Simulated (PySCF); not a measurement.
Ligands exchanged one at a time, Al Cl-OH. Gas-phase values, no solvent. One relaxed conformer stands for each flexible species; it need not be the lowest. Strings in code marks are SMILES.

Method: PBE-D3(BJ)/def2-TZVP // B3LYP-D3(BJ)/def2-TZVP in PySCF 2.14.0. All candidates: neutral, multiplicity 1. Excitations are Tamm–Dancoff values on a coarser integration grid. The basis has no diffuse functions, so Rydberg states are missing or too high.

```yaml
T1 excitation (TDA): 5.87 eV
HOMO: -7.64 eV
LUMO: -1.58 eV
```

**Question.** Say which member has these values.
A) `[OH][Al]([OH])[OH]`
B) `[OH][Al]([OH])[Cl]` (H–O–Al–Cl torsion 0°, Cl–Al–O–H torsion 180°)
C) `[OH][Al]([Cl])[Cl]` (H–O–Al–Cl torsion 180°)
D) `[Cl][Al]([Cl])[Cl]`

**Answer.** B, `[OH][Al]([OH])[Cl]` (H–O–Al–Cl torsion 0°, Cl–Al–O–H torsion 180°). The others give `[Cl][Al]([Cl])[Cl]`: 5.66 eV, -7.96 eV, -2.17 eV; `[OH][Al]([OH])[OH]`: 5.80 eV, -7.28 eV, -1.31 eV; `[OH][Al]([Cl])[Cl]` (H–O–Al–Cl torsion 180°): 5.85 eV, -7.85 eV, -1.87 eV
